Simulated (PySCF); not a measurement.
Electric field gradients and quadrupole coupling constants

Compound: C4H3O2 (charge -1).
Bonds: O1–C2, C2–C3 (aromatic), C3–C4 (aromatic), C4–C5 (aromatic), C5–O6 (aromatic), C2–O6 (aromatic). Hydrogens: H7 on C3; H8 on C4; H9 on C5.

Field gradients from the PBE0/pcSseg-1 density (PySCF, non-relativistic), principal values in atomic units, ordered |Vxx| ≤ |Vyy| ≤ |Vzz|:

```json
{"atom": "O1", "Vxx": "-0.0108", "Vyy": "-1.1249", "Vzz": "1.1357"}
{"atom": "O6", "Vxx": "-0.5107", "Vyy": "-0.9832", "Vzz": "1.4939"}
```

Find the asymmetry η = (Vxx − Vyy)/Vzz and the couplings χ = eQV/h (234.96 MHz × Q in barn × V in au), with Q(17O) = −0.0256 b.

```json
{"atom": "O1", "environment": "aryloxide oxygen", "nucleus": "17O", "η": "0.98", "χzz (MHz)": "-6.83", "χxx (MHz)": "0.06", "χyy (MHz)": "6.77"}
{"atom": "O6", "environment": "furan-type oxygen", "nucleus": "17O", "η": "0.32", "χzz (MHz)": "-8.99", "χxx (MHz)": "3.07", "χyy (MHz)": "5.91"}
```

At O1 η is above 0.9: Vyy and Vzz are nearly equal in size and opposite in sign, so a small change could swap them and flip the sign of χzz. The tensor is traceless: Vxx + Vyy + Vzz = 0.

What is Vzz at O1 in SI units (1 au = 9.71736 × 10²¹ V/m²)?

1.1357 au = 11.036 × 10²¹ V/m².

And the gradient at the other heavy atoms, for which no coupling is worked out here?

```tsv
atom	environment	Vzz (au)	η
C2	aromatic carbon bearing oxygen	-0.406	0.16
C3	aromatic CH carbon	-0.146	0.29
C4	aromatic CH carbon	0.172	0.79
C5	aromatic CH next to a ring oxygen	0.343	0.00
```

What couplings would deuterons (Q(2H) = 0.00286 b) have in place of the hydrogens, at this geometry?

```
atom  bonded to  bond length (Å)  Vzz (au)     η  χzz (kHz)
  H7         C3            1.089    0.3345  0.13        225
  H8         C4            1.093    0.3215  0.06        216
  H9         C5            1.089    0.3247  0.15        218
```

Geometry: PBE0-D3(BJ)/def2-SVP; no solvent, vibrations or thermal averaging. The pcSseg-1 basis has no diffuse functions, a weakness for an anion. The HOMO energy is positive at this level (+0.53 eV), so the outermost electrons may be held by the finite basis alone. With a basis this small, the couplings can be 20 % off.
